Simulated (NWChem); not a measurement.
**Correlation energy of disulfur (S$_{2}$)**

```xyz
2

S      0.0000     0.0000     0.9520
S      0.0000     0.0000    -0.9520
```
Charge 0, spin multiplicity 3.

Everything below was run with NWChem. The geometry was optimised at UPBE0/def2-SVP, a minimum by its harmonic frequencies.

Basis set: cc-pVTZ. Each correlation energy counts from its own Hartree-Fock reference.

The correlated methods keep 10 core orbitals frozen. The unpaired electrons of the parent sit in orbitals of symmetry b2g and b3g (D2h labels of the run); other states weren't searched. The stability of the SCF solutions was not checked. Open-shell Hartree-Fock references start from PBE0 orbitals. Coupled-cluster values serve here as a point of comparison, not as the truth.

Q: For the correlation energy, URI-MP2 gives -313.0 mHa and UMP2 gives -312.9 mHa. What do SCS-UMP2, CCSD on UHF, CCSD[T] on UHF give?

A: SCS-UMP2: -303.1 mHa; CCSD on UHF: -339.8 mHa; CCSD[T] on UHF: -359.4 mHa.
